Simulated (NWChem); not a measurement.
## Basis-set convergence for ethanol (C2H6O)

SMILES: CCO
```xyz
9

C     -1.2034     0.1364     0.2506
C      0.0774    -0.4264    -0.3555
O      1.2287     0.3132    -0.0028
H     -2.0875    -0.4279    -0.0892
H     -1.3335     1.1931    -0.0317
H     -1.1789     0.0804     1.3532
H      0.1824    -1.4978    -0.0833
H      0.0193    -0.3892    -1.4559
H      1.3247     0.2754     0.9581
```
Charge 0, spin multiplicity 1.

All runs are NWChem calculations. The geometry was optimised at B3LYP/def2-SVP, a minimum by its harmonic frequencies. It is one conformer; others weren't searched.

Quantity: LUMO energy at the level PBE0.

The Pople sets run with spherical d functions.

Costs are rough ratios of processor time within this set of runs, SCF included, with 6-31G* as 1.

| basis | functions | LUMO energy (eV) | relative cost |
|---|---|---|---|
| 6-31G* | 54 | 2.50 | 1 |
| 6-31+G* | 66 | 0.44 | under 3 |
| def2-SVP | 72 | 1.72 | under 3 |
| pcseg-1 | 72 | 1.35 | under 3 |
| 6-311++G** | 108 | -0.09 | 4 |
| aug-pcseg-1 | 123 | -0.16 | 6 |
| def2-TZVP | 129 | 1.03 | 5 |
| def2-TZVPD | 168 | 0.23 | 20 |
| pcseg-2 | 174 | 0.51 | 20 |
| def2-TZVPP | 177 | 1.03 | 20 |

Smallest basis within 0.1 eV of def2-TZVPP, the largest set run: def2-TZVP, with 129 functions against 177 and about 20 % of the time. def2-TZVPP isn't the basis-set limit itself, and a small set can land close by cancellation.

This LUMO lies above zero in the largest set, so its value hangs on the diffuse functions.
